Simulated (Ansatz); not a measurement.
## CCSD(T) against full CI for several species

Each species is computed at the geometry given (Å), with frozen cores, in Ansatz 0.2.0: RHF-CCSD(T) for singlets, UHF-CCSD(T) otherwise, and full CI in the same basis. The program picks the determinant by trial CCSD, so it needn't be the lowest Hartree–Fock solution. States: [SiH3···H···H] A', GaLi Σ⁺ or Δ, HNC⁺ Σ⁺ or Δ. Cases whose determinant has another symmetry than full CI's state, or whose (Q) step broke down, weren't drawn. No relativity is included.

**Question.** Judging by size, spin and bonding and the diagnostics given, rank them by the size of CCSD(T)'s error in total energy against full CI in the same basis, smallest first (an estimate).
A. [SiH3···H···H], doublet, 6-31G: Si -0.104 0.000 0.000; H -0.598 1.400 0.000; H -0.598 -0.700 1.212; H -0.598 -0.700 -1.212; H 1.968 0.000 0.000; H 2.713 0.000 0.000. T1 0.009, (T) -24 meV in a correlation energy of -2.59 eV
B. HNC⁺, doublet, 6-31G: N 0.000 0.000 0.055; C 0.000 0.000 -1.108; H 0.000 0.000 1.052. T1 0.069, (T) -145 meV in a correlation energy of -5.18 eV
C. GaLi, singlet, aug-cc-pVTZ: Ga 0.000 0.000 0.000; Li 0.000 0.000 2.289. T1 0.019, (T) -83 meV in a correlation energy of -2.33 eV

**Answer.** A (10.7 meV), C (34.6 meV), B (81.7 meV).

```csv
species,basis,correlated electrons,CCSD(T) − full CI (meV),CCSDT(Q) − full CI (meV),unpaired electrons (full CI),T1,⟨S²⟩ of the determinant
"[SiH3···H···H], doublet",6-31G,9,10.7,0.2,1.03,0.009,0.76
"GaLi, singlet",aug-cc-pVTZ,4,34.6,4.5,0.45,0.019,0.00
"HNC⁺, doublet",6-31G,9,81.7,0.3,1.15,0.069,1.23
```

Unpaired electrons are Σ n²(2−n)² over natural occupations; an open shell counts its own unpaired electrons too. Frozen cores follow each run's orbitals, which moves totals by a few meV.
